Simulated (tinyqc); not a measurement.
Worked calculation: RKS/exchange-only LDA in the sto-6g basis, for LiH, spin multiplicity 1. Computed by tinyqc, a small Python program that keeps every step (integrals from PySCF). Settings: charge = 0, multiplicity = 1, basis = sto-6g, energy threshold = 1e-10, iteration cap = 77, orthogonalisation = symmetric, start = core, DIIS depth = 0, method = RKS, functional = Slater exchange alone, grid = [20, 26]. Command: `OMP_NUM_THREADS=1 python tinyqc.py 21988 21989 out.jsonl` (the two numbers bound the seeds that draw the settings). One thread of a shared host (Intel(R) Xeon(R) Processor @ 2.60GHz), about 0.5 s of CPU time with the checks. Later iterations appear only in the table of the cycle.

## One-electron integrals

Geometry (angstrom):
```
atom       x       y       z
Li    0.0000  0.0000  0.0000
H     0.0000  0.0000  2.5960
```

Basis sto-6g: exponents (1/bohr^2) and contraction coefficients of normalised primitives:
```
element  l (shell)  exponent  coefficient
Li           s (1)  167.1758       0.0092
Li           s (1)   30.6515       0.0494
Li           s (1)    8.5752       0.1685
Li           s (1)    2.9458       0.3706
Li           s (1)    1.1439       0.4165
Li           s (1)    0.4711       0.1303
Li           s (2)    6.5976      -0.0133
Li           s (2)    1.3058      -0.0470
Li           s (2)    0.4059      -0.0338
Li           s (2)    0.1561       0.2502
Li           s (2)    0.0678       0.5951
Li           s (2)    0.0311       0.2407
Li           p (3)    6.5976       0.0038
Li           p (3)    1.3058       0.0377
Li           p (3)    0.4059       0.1739
Li           p (3)    0.1561       0.4180
Li           p (3)    0.0678       0.4259
Li           p (3)    0.0311       0.1017
H            s (1)   35.5232       0.0092
H            s (1)    6.5131       0.0494
H            s (1)    1.8221       0.1685
H            s (1)    0.6260       0.3706
H            s (1)    0.2431       0.4165
H            s (1)    0.1001       0.1303
```

Overlap, kinetic and nuclear-attraction integrals over the contracted functions; the nuclear repulsion is the sum of Za Zb / Rab.

nuclear repulsion = 0.611530 hartree

overlap S:
```
         1Li 1s  1Li 2s  1Li 2px  1Li 2py  1Li 2pz   2H 1s
1Li 1s   1.0000  0.2357   0.0000   0.0000   0.0000  0.0075
1Li 2s   0.2357  1.0000   0.0000   0.0000   0.0000  0.1839
1Li 2px  0.0000  0.0000   1.0000   0.0000   0.0000  0.0000
1Li 2py  0.0000  0.0000   0.0000   1.0000   0.0000  0.0000
1Li 2pz  0.0000  0.0000   0.0000   0.0000   1.0000  0.2749
2H 1s    0.0075  0.1839   0.0000   0.0000   0.2749  1.0000
```

kinetic energy T (hartree):
```
          1Li 1s   1Li 2s  1Li 2px  1Li 2py  1Li 2pz    2H 1s
1Li 1s    3.6167  -0.1107   0.0000   0.0000   0.0000  -0.0035
1Li 2s   -0.1107   0.1065   0.0000   0.0000   0.0000   0.0024
1Li 2px   0.0000   0.0000   0.3200   0.0000   0.0000   0.0000
1Li 2py   0.0000   0.0000   0.0000   0.3200   0.0000   0.0000
1Li 2pz   0.0000   0.0000   0.0000   0.0000   0.3200   0.0212
2H 1s    -0.0035   0.0024   0.0000   0.0000   0.0212   0.7685
```

nuclear attraction V (hartree):
```
          1Li 1s   1Li 2s  1Li 2px  1Li 2py  1Li 2pz    2H 1s
1Li 1s   -8.2710  -0.8764   0.0000   0.0000  -0.0065  -0.0285
1Li 2s   -0.8764  -1.4005   0.0000   0.0000  -0.0689  -0.2597
1Li 2px   0.0000   0.0000  -1.3844   0.0000   0.0000   0.0000
1Li 2py   0.0000   0.0000   0.0000  -1.3844   0.0000   0.0000
1Li 2pz  -0.0065  -0.0689   0.0000   0.0000  -1.4326  -0.3923
2H 1s    -0.0285  -0.2597   0.0000   0.0000  -0.3923  -1.8511
```

core Hamiltonian H = T + V (hartree):
```
          1Li 1s   1Li 2s  1Li 2px  1Li 2py  1Li 2pz    2H 1s
1Li 1s   -4.6542  -0.9871   0.0000   0.0000  -0.0065  -0.0320
1Li 2s   -0.9871  -1.2940   0.0000   0.0000  -0.0689  -0.2573
1Li 2px   0.0000   0.0000  -1.0644   0.0000   0.0000   0.0000
1Li 2py   0.0000   0.0000   0.0000  -1.0644   0.0000   0.0000
1Li 2pz  -0.0065  -0.0689   0.0000   0.0000  -1.1126  -0.3711
2H 1s    -0.0320  -0.2573   0.0000   0.0000  -0.3711  -1.0825
```

## Two-electron integrals

Functions are numbered as in S; the eight-fold symmetry (ij|kl) = (ji|kl) = (kl|ij) leaves the list below.

Two-electron integrals (ij|kl) in chemists' order, unique and non-zero (hartree):
```
(11|11) 1.6812     (21|11) 0.2426     (21|21) 0.0445     (22|11) 0.3972
(22|21) 0.0903     (22|22) 0.2906     (31|31) 0.0094     (32|31) 0.0143
(32|32) 0.0642     (33|11) 0.3972     (33|21) 0.0903     (33|22) 0.2906
(33|33) 0.3131     (41|41) 0.0094     (42|41) 0.0143     (42|42) 0.0642
(43|43) 0.0169     (44|11) 0.3972     (44|21) 0.0903     (44|22) 0.2906
(44|33) 0.2794     (44|44) 0.3131     (51|51) 0.0094     (52|51) 0.0143
(52|52) 0.0642     (53|53) 0.0169     (54|54) 0.0169     (55|11) 0.3972
(55|21) 0.0903     (55|22) 0.2906     (55|33) 0.2794     (55|44) 0.2794
(55|55) 0.3131     (61|11) 0.0074     (61|21) 0.0013     (61|22) 0.0028
(61|33) 0.0028     (61|44) 0.0028     (61|51) 1.81e-04   (61|52) 3.92e-04
(61|55) 0.0029     (61|61) 4.55e-05   (62|11) 0.0478     (62|21) 0.0112
(62|22) 0.0426     (62|33) 0.0402     (62|44) 0.0402     (62|51) 0.0017
(62|52) 0.0133     (62|55) 0.0476     (62|61) 4.23e-04   (62|62) 0.0147
(63|31) 0.0005     (63|32) 0.0032     (63|53) 0.0015     (63|63) 0.0006
(64|41) 0.0005     (64|42) 0.0032     (64|54) 0.0015     (64|64) 0.0006
(65|11) 0.0682     (65|21) 0.0160     (65|22) 0.0624     (65|33) 0.0582
(65|44) 0.0582     (65|51) 0.0026     (65|52) 0.0208     (65|55) 0.0706
(65|61) 0.0006     (65|62) 0.0229     (65|65) 0.0359     (66|11) 0.2038
(66|21) 0.0480     (66|22) 0.1989     (66|33) 0.1842     (66|44) 0.1842
(66|51) 0.0065     (66|52) 0.0662     (66|55) 0.2281     (66|61) 0.0018
(66|62) 0.0946     (66|65) 0.1508     (66|66) 0.7750
```

## Orthogonalisation

S = U s U^T; symmetric (Loewdin) form X = U s^(-1/2) U^T, so that X^T S X = 1.

eigenvalues of S: 0.6378  0.8194  1.0000  1.0000  1.1742  1.3686

X:
```
          1Li 1s   1Li 2s  1Li 2px  1Li 2py  1Li 2pz    2H 1s
1Li 1s    1.0221  -0.1245   0.0000   0.0000  -0.0034   0.0143
1Li 2s   -0.1245   1.0365   0.0000   0.0000   0.0214  -0.1018
1Li 2px   0.0000   0.0000   1.0000   0.0000   0.0000   0.0000
1Li 2py   0.0000   0.0000   0.0000   1.0000   0.0000   0.0000
1Li 2pz  -0.0034   0.0214   0.0000   0.0000   1.0309  -0.1479
2H 1s     0.0143  -0.1018   0.0000   0.0000  -0.1479   1.0450
```

## Starting guess

The start is the orbitals of the core Hamiltonian; D = 2 C_occ C_occ^T.

D at the start:
```
          1Li 1s   1Li 2s  1Li 2px  1Li 2py  1Li 2pz    2H 1s
1Li 1s    2.0712  -0.2668   0.0000   0.0000  -0.1574  -0.0748
1Li 2s   -0.2668   0.9544   0.0000   0.0000   0.7560   0.4065
1Li 2px   0.0000   0.0000   0.0000   0.0000   0.0000   0.0000
1Li 2py   0.0000   0.0000   0.0000   0.0000   0.0000   0.0000
1Li 2pz  -0.1574   0.7560   0.0000   0.0000   0.6003   0.3230
2H 1s    -0.0748   0.4065   0.0000   0.0000   0.3230   0.1739
```

## Iteration 1: exchange-correlation on the grid

Becke grid with 20 radial and 26 angular points per atom, points of zero weight dropped. rho = sum D_ij phi_i phi_j; V_xc,ij = sum w v_xc phi_i phi_j; v_xc is d(rho eps)/d rho.

The 12 grid points with the largest w rho, of 1031 (bohr, atomic units):
```
x              y        z       w     rho   eps_xc     v_xc
0.0000    0.0000   2.7680  2.9457  0.0235  -0.2115  -0.2820
0.0000    0.0000   2.0902  1.5841  0.0317  -0.2338  -0.3117
0.0000    0.0000   3.5931  1.7167  0.0229  -0.2098  -0.2797
0.0000    1.9573   1.9573  2.7212  0.0126  -0.1718  -0.2291
-1.9573   0.0000   1.9573  2.7212  0.0126  -0.1718  -0.2291
0.0000   -1.9573   1.9573  2.7212  0.0126  -0.1718  -0.2291
1.9573    0.0000   1.9573  2.7212  0.0126  -0.1718  -0.2291
0.0000    2.5407   2.5407  5.2792  0.0060  -0.1339  -0.1785
-2.5407   0.0000   2.5407  5.2792  0.0060  -0.1339  -0.1785
2.5407    0.0000   2.5407  5.2792  0.0060  -0.1339  -0.1785
0.0000   -2.5407   2.5407  5.2792  0.0060  -0.1339  -0.1785
0.0000    0.0000  -0.4929  0.0327  0.9067  -0.7148  -0.9531
```

electrons on the grid, sum of w rho = 4.0015

E_xc = sum of w rho eps_xc = -1.792189 hartree

V_xc (hartree):
```
          1Li 1s   1Li 2s  1Li 2px  1Li 2py  1Li 2pz    2H 1s
1Li 1s   -0.9721  -0.1107   0.0000   0.0000  -0.0067  -0.0038
1Li 2s   -0.1107  -0.1447   0.0000   0.0000  -0.0625  -0.0385
1Li 2px   0.0000   0.0000  -0.1416   0.0000   0.0000   0.0000
1Li 2py   0.0000   0.0000   0.0000  -0.1416   0.0000   0.0000
1Li 2pz  -0.0067  -0.0625   0.0000   0.0000  -0.1508  -0.0592
2H 1s    -0.0038  -0.0385   0.0000   0.0000  -0.0592  -0.2590
```

## Iteration 1: building the Kohn-Sham matrix

J_ij = sum D_kl (ij|kl); F = H + J + V_xc; E = tr D H + tr D J / 2 + E_xc + E_nn.

Coulomb J (hartree):
```
         1Li 1s  1Li 2s  1Li 2px  1Li 2py  1Li 2pz   2H 1s
1Li 1s   4.0876  0.6467   0.0000   0.0000   0.0227  0.0207
1Li 2s   0.6467  1.3355   0.0000   0.0000   0.1283  0.2250
1Li 2px  0.0000  0.0000   1.3215   0.0000   0.0000  0.0000
1Li 2py  0.0000  0.0000   0.0000   1.3215   0.0000  0.0000
1Li 2pz  0.0227  0.1283   0.0000   0.0000   1.3634  0.3332
2H 1s    0.0207  0.2250   0.0000   0.0000   0.3332  1.1301
```

Kohn-Sham matrix F (hartree):
```
          1Li 1s   1Li 2s  1Li 2px  1Li 2py  1Li 2pz    2H 1s
1Li 1s   -1.5388  -0.4512   0.0000   0.0000   0.0096  -0.0151
1Li 2s   -0.4512  -0.1032   0.0000   0.0000  -0.0031  -0.0708
1Li 2px   0.0000   0.0000   0.1155   0.0000   0.0000   0.0000
1Li 2py   0.0000   0.0000   0.0000   0.1155   0.0000   0.0000
1Li 2pz   0.0096  -0.0031   0.0000   0.0000   0.1000  -0.0971
2H 1s    -0.0151  -0.0708   0.0000   0.0000  -0.0971  -0.2114
```

total energy of this density = -7.434955 hartree

## Iteration 1: diagonalisation and new density

Diagonalise F' = X^T F X, C = X C', fill 2 alpha and 2 beta electrons from the bottom; D = 2 C_occ C_occ^T. Each column has its largest component positive (the first on a tie).

F' = X^T F X (hartree):
```
         1        2       3       4        5        6
1  -1.4947  -0.2757  0.0000  0.0000   0.0057   0.0132
2  -0.2757  -0.0057  0.0000  0.0000   0.0155  -0.0550
3   0.0000   0.0000  0.1155  0.0000   0.0000   0.0000
4   0.0000   0.0000  0.0000  0.1155   0.0000   0.0000
5   0.0057   0.0155  0.0000  0.0000   0.1314  -0.0914
6   0.0132  -0.0550  0.0000  0.0000  -0.0914  -0.1843
```

orbital energies (hartree): MO1 -1.5442, MO2 -0.2187, MO3 0.0465, MO4 0.1155, MO5 0.1155, MO6 0.1632

coefficients C:
```
             MO1      MO2      MO3     MO4      MO5      MO6
1Li 1s    0.9841  -0.0415  -0.2903  0.0000   0.0000  -0.0775
1Li 2s    0.0604   0.1083   0.9964  0.0000   0.0000   0.3042
1Li 2px   0.0000   0.0000   0.0000  0.0226   0.9997   0.0000
1Li 2py   0.0000   0.0000   0.0000  0.9997  -0.0226   0.0000
1Li 2pz  -0.0044   0.1112  -0.2582  0.0000   0.0000   1.0030
2H 1s    -0.0060   0.9392  -0.1794  0.0000   0.0000  -0.4586
```

D after iteration 1:
```
          1Li 1s  1Li 2s  1Li 2px  1Li 2py  1Li 2pz    2H 1s
1Li 1s    1.9404  0.1099   0.0000   0.0000  -0.0179  -0.0899
1Li 2s    0.1099  0.0308   0.0000   0.0000   0.0236   0.2027
1Li 2px   0.0000  0.0000   0.0000   0.0000   0.0000   0.0000
1Li 2py   0.0000  0.0000   0.0000   0.0000   0.0000   0.0000
1Li 2pz  -0.0179  0.0236   0.0000   0.0000   0.0248   0.2090
2H 1s    -0.0899  0.2027   0.0000   0.0000   0.2090   1.7641
```

Within a degenerate level the vectors are fixed only up to a rotation; this is one choice.

## Iteration 2: exchange-correlation on the grid

As before.

The 12 grid points with the largest w rho, of 1031 (bohr, atomic units):
```
x              y        z       w     rho   eps_xc     v_xc
0.0000    0.0000   3.5931  1.7167  0.0480  -0.2685  -0.3579
0.0000    0.0000  -0.4929  0.0327  0.8602  -0.7024  -0.9365
0.0000    0.4929   0.0000  0.0327  0.8576  -0.7017  -0.9356
-0.4929   0.0000   0.0000  0.0327  0.8576  -0.7017  -0.9356
0.4929    0.0000   0.0000  0.0327  0.8576  -0.7017  -0.9356
0.0000   -0.4929   0.0000  0.0327  0.8576  -0.7017  -0.9356
0.0000    0.0000   0.4929  0.0327  0.8557  -0.7012  -0.9349
0.0000    0.0000   2.7680  2.9457  0.0094  -0.1560  -0.2080
0.0000    0.3485  -0.3485  0.0261  0.8594  -0.7022  -0.9362
0.0000   -0.3485  -0.3485  0.0261  0.8594  -0.7022  -0.9362
0.3485    0.0000  -0.3485  0.0261  0.8594  -0.7022  -0.9362
-0.3485   0.0000  -0.3485  0.0261  0.8594  -0.7022  -0.9362
```

electrons on the grid, sum of w rho = 4.0029

E_xc = sum of w rho eps_xc = -2.030634 hartree

V_xc (hartree):
```
          1Li 1s   1Li 2s  1Li 2px  1Li 2py  1Li 2pz    2H 1s
1Li 1s   -0.9559  -0.1044   0.0000   0.0000  -0.0008  -0.0033
1Li 2s   -0.1044  -0.0930   0.0000   0.0000  -0.0270  -0.0456
1Li 2px   0.0000   0.0000  -0.0845   0.0000   0.0000   0.0000
1Li 2py   0.0000   0.0000   0.0000  -0.0845   0.0000   0.0000
1Li 2pz  -0.0008  -0.0270   0.0000   0.0000  -0.1099  -0.0739
2H 1s    -0.0033  -0.0456   0.0000   0.0000  -0.0739  -0.4388
```

## Iteration 2: building the Kohn-Sham matrix

As before.

Coulomb J (hartree):
```
         1Li 1s  1Li 2s  1Li 2px  1Li 2py  1Li 2pz   2H 1s
1Li 1s   3.7438  0.5813   0.0000   0.0000   0.0135  0.0185
1Li 2s   0.5813  1.2004   0.0000   0.0000   0.1334  0.2806
1Li 2px  0.0000  0.0000   1.1716   0.0000   0.0000  0.0000
1Li 2py  0.0000  0.0000   0.0000   1.1716   0.0000  0.0000
1Li 2pz  0.0135  0.1334   0.0000   0.0000   1.2580  0.4306
2H 1s    0.0185  0.2806   0.0000   0.0000   0.4306  1.8890
```

Kohn-Sham matrix F (hartree):
```
          1Li 1s   1Li 2s  1Li 2px  1Li 2py  1Li 2pz    2H 1s
1Li 1s   -1.8663  -0.5103   0.0000   0.0000   0.0061  -0.0168
1Li 2s   -0.5103  -0.1866   0.0000   0.0000   0.0375  -0.0223
1Li 2px   0.0000   0.0000   0.0227   0.0000   0.0000   0.0000
1Li 2py   0.0000   0.0000   0.0000   0.0227   0.0000   0.0000
1Li 2pz   0.0061   0.0375   0.0000   0.0000   0.0355  -0.0144
2H 1s    -0.0168  -0.0223   0.0000   0.0000  -0.0144   0.3676
```

total energy of this density = -7.356503 hartree

## Iteration 2: diagonalisation and new density

As before.

F' = X^T F X (hartree):
```
         1        2       3       4        5        6
1  -1.8231  -0.2864  0.0000  0.0000  -0.0017   0.0148
2  -0.2864  -0.0879  0.0000  0.0000   0.0485  -0.0587
3   0.0000   0.0000  0.0227  0.0000   0.0000   0.0000
4   0.0000   0.0000  0.0000  0.0227   0.0000   0.0000
5  -0.0017   0.0485  0.0000  0.0000   0.0518  -0.0826
6   0.0148  -0.0587  0.0000  0.0000  -0.0826   0.4112
```

orbital energies (hartree): MO1 -1.8692, MO2 -0.0636, MO3 0.0227, MO4 0.0227, MO5 0.0455, MO6 0.4393

coefficients C:
```
             MO1      MO2     MO3      MO4      MO5      MO6
1Li 1s    0.9894  -0.2657  0.0000   0.0000  -0.0882   0.0570
1Li 2s    0.0418   0.9622  0.0000   0.0000   0.3308  -0.2522
1Li 2px   0.0000   0.0000  0.1056   0.9944   0.0000   0.0000
1Li 2py   0.0000   0.0000  0.9944  -0.1056   0.0000   0.0000
1Li 2pz  -0.0029  -0.3482  0.0000   0.0000   0.9069  -0.3759
2H 1s    -0.0041   0.0162  0.0000   0.0000   0.1027   1.0553
```

D after iteration 2:
```
          1Li 1s   1Li 2s  1Li 2px  1Li 2py  1Li 2pz    2H 1s
1Li 1s    2.0989  -0.4286   0.0000   0.0000   0.1793  -0.0168
1Li 2s   -0.4286   1.8552   0.0000   0.0000  -0.6704   0.0308
1Li 2px   0.0000   0.0000   0.0000   0.0000   0.0000   0.0000
1Li 2py   0.0000   0.0000   0.0000   0.0000   0.0000   0.0000
1Li 2pz   0.1793  -0.6704   0.0000   0.0000   0.2425  -0.0112
2H 1s    -0.0168   0.0308   0.0000   0.0000  -0.0112   0.0006
```

Within a degenerate level the vectors are fixed only up to a rotation; this is one choice.

## Convergence

Stop when the energy changes by less than 1e-10 hartree and every element of the error matrix X^T (F D S - S D F) X is below 3e-06.

Course of the cycle:
```
iteration  E (hartree)     change  largest element of the error matrix
1            -7.434955          -                             2.39e-01
2            -7.356503   7.85e-02                             2.81e-01
3            -7.098090   2.58e-01                             2.10e-01
4            -7.328331  -2.30e-01                             2.84e-01
5            -7.094947   2.33e-01                             2.10e-01
6            -7.328985  -2.34e-01                             2.84e-01
7            -7.095114   2.34e-01                             2.10e-01
8            -7.328972  -2.34e-01                             2.84e-01
9            -7.095109   2.34e-01                             2.10e-01
10           -7.328972  -2.34e-01                             2.84e-01
11           -7.095109   2.34e-01                             2.10e-01
12           -7.328972  -2.34e-01                             2.84e-01
13           -7.095109   2.34e-01                             2.10e-01
14           -7.328972  -2.34e-01                             2.84e-01
...                ...        ...                                  ...
64           -7.328972  -2.34e-01                             2.84e-01
65           -7.095109   2.34e-01                             2.10e-01
66           -7.328972  -2.34e-01                             2.84e-01
67           -7.095109   2.34e-01                             2.10e-01
68           -7.328972  -2.34e-01                             2.84e-01
69           -7.095109   2.34e-01                             2.10e-01
70           -7.328972  -2.34e-01                             2.84e-01
71           -7.095109   2.34e-01                             2.10e-01
72           -7.328972  -2.34e-01                             2.84e-01
73           -7.095109   2.34e-01                             2.10e-01
74           -7.328972  -2.34e-01                             2.84e-01
75           -7.095109   2.34e-01                             2.10e-01
76           -7.328972  -2.34e-01                             2.84e-01
77           -7.095109   2.34e-01                             2.10e-01
```

PySCF RKS in the same basis, fine grid = -7.589482 hartree

Not converged within the cap of 77 iterations: the residual has stopped falling: the iteration swings between two states. Reruns (cap 100 unless said): DIIS 8: converged in 17; damping 0.5: not converged; level shift 0.5: converged in 45; atomic densities as start, DIIS 8: converged in 9; the original settings with a cap of 400: not converged.
